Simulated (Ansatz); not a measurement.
[NH2···H···SiH], doublet in cc-pVDZ: errors against UCCSDT(Q)

Geometry: a point of a hydrogen-transfer path between rigid fragments, not a stationary point.

```xyz
6

N    -1.9887    0.0200   -0.0192
H    -2.2859    0.9878   -0.0192
H    -2.2859   -0.3823    0.8610
H    -1.0467    0.0200   -0.0192
Si    1.1383    0.0200   -0.0192
H     1.5348   -1.4595   -0.0192
```

Basis cc-pVDZ; Ansatz 0.2.0. Correlated methods freeze the noble-gas cores, which leaves 13 electrons in 46 orbitals. Prefix R: restricted or restricted open-shell reference; prefix U: unrestricted. Active spaces: pair = (3e, 3o) about the gap.

Full CI isn't at hand for all of this; UCCSDT(Q) serves as the reference, and is uncertain by about the last step of the cluster series. The frozen core follows each run's orbitals, which can shift R against U totals by a few meV.

For open shells CISD is restricted-active-space CI with the open shells as a complete middle space.

```
UHF ⟨S²⟩                          : 0.772
T1 diagnostic (RCCSD)             : 0.0148
largest doubles amplitude (RCCSD) : 0.073
T1 diagnostic (UCCSD)             : 0.0149
```

```json
{"level": "UHF", "E − E(RHF) (eV)": "-0.1163"}
{"level": "RMP2", "E − E(RHF) (eV)": "-7.0467"}
{"level": "UMP2", "E − E(RHF) (eV)": "-7.0334"}
{"level": "RCCSD", "E − E(RHF) (eV)": "-8.1024"}
{"level": "UCCSD", "E − E(RHF) (eV)": "-8.1055"}
{"level": "RCCSD(T)", "E − E(RHF) (eV)": "-8.2705"}
{"level": "UCCSD(T)", "E − E(RHF) (eV)": "-8.2708"}
```

(1) Estimate how far UCCSDT(Q) in cc-pVDZ lies from RCCSD(T). The table doesn't fix it; the size of (T) and the diagnostics are the guide.

(1) UCCSDT(Q) in cc-pVDZ lies 3.3 kJ/mol below RCCSD(T), which is 21 % of the (T) step (-16.2 kJ/mol). The diagnostics are small and one determinant leads, so the series closes fast and only a small part of (T) is left.

The other levels:

```tsv
level	E − E(UCCSDT(Q)) (kJ/mol)	share of correlation (%)	wall time
CISD	90.5	88.70	6 s
BCCD(T)	3.3	99.58	7.5 s
RCCSDT	1.1	99.86	–
UCCSDT	1.1	99.86	–
RCCSDT(Q)	0.0	100.00	3.1 min
CASSCF (pair space)	754.5	5.84	–
MRCISD (pair space)	82.3	89.73	–
MRCISD+Q (pair space)	8.9	98.89	3.5 s
```

The correlation energy at UCCSDT(Q), counted from RHF, is -8.305 eV. That run took 3.9 min on 1 thread of Arm Neoverse V1, shared host.

Times hold each run's SCF and search for its determinant on a shared host, so for small cases they say little of a method's own cost; they ran on 1 thread of Arm Neoverse V1.
